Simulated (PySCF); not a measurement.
These are PySCF 2.14.0 with PBE0-D4/def2-TZVP values and carry that method's errors. Isolated molecules, 0 K electronic values unless said otherwise. One relaxed conformer stands for a flexible species; it need not be the lowest. 

Reference species (SMILES): `[CH2]C` (neutral, multiplicity 2).

```yaml
highest_occupied_spin_orbital: -5.93 eV
```

Changed species: `[CH2][SeH]` (radical fragment; the reference has radical fragment).

Task: Give the shifts of the highest occupied spin orbital.

Result: the highest occupied spin orbital increases by 0.61 eV, to -5.32 eV.
